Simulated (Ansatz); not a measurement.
The pair A = CH4 (SMILES C) (first 5 atoms), B = CH4 (SMILES C); geometry from A24 set.
(charge 0, multiplicity 1):
```xyz
10

C      0.0000     0.0000     1.8190
H      0.5127     0.8881     1.4548
H      0.5127    -0.8881     1.4548
H     -1.0255     0.0000     1.4548
H      0.0000     0.0000     2.9072
C      0.0000     0.0000    -1.8190
H      0.0000     0.0000    -2.9072
H     -0.5127     0.8881    -1.4548
H     -0.5127    -0.8881    -1.4548
H      1.0255     0.0000    -1.4548
```

Cores are frozen in the correlated methods. MP2 and its Hartree–Fock in aug-cc-pVQZ are density fitted.

Run with Ansatz (a program for electronic structure). Each number belongs to the level named beside it.

The counterpoise-corrected interaction energy is E(AB) − E(A in the pair's basis) − E(B in the pair's basis). Total energies (hartree):

```tsv
level	AB	A in the pair's basis	B in the pair's basis
HF/aug-cc-pVTZ	-80.4264634	-40.2136169	-40.2136169
MP2/aug-cc-pVTZ	-80.8298575	-40.4145659	-40.4145659
HF/aug-cc-pVQZ	-80.4317169	-40.2162452	-40.2162452
MP2/aug-cc-pVQZ	-80.8554907	-40.4273660	-40.4273660
CCSD(T)/aug-cc-pVTZ	-80.8828631	-40.4410346	-40.4410346
```

Q: Work out the counterpoise-corrected interaction energy at the basis-set limit: extrapolate the MP2 correlation part as X⁻³, take Hartree–Fock from the larger set, and add the CCSD(T) − MP2 difference of aug-cc-pVTZ.

A: 
1. Differences (1 hartree = 627.509 kcal/mol): HF/aug-cc-pVTZ 0.483; MP2/aug-cc-pVTZ -0.455; HF/aug-cc-pVQZ 0.485; MP2/aug-cc-pVQZ -0.476; CCSD(T)/aug-cc-pVTZ -0.498.
2. Correlation parts, MP2 less HF: -0.939 in aug-cc-pVTZ (X = 3), -0.961 in aug-cc-pVQZ (X = 4).
3. Limit (4³·(-0.961) − 3³·(-0.939))/(4³ − 3³) = -0.978; with HF/aug-cc-pVQZ it gives -0.493.
4. CCSD(T) less MP2 in aug-cc-pVTZ: -0.043.
Result: -0.54 kcal/mol, against -0.46 at MP2/aug-cc-pVTZ. It is an estimate of this method's limit, not of the exact value.
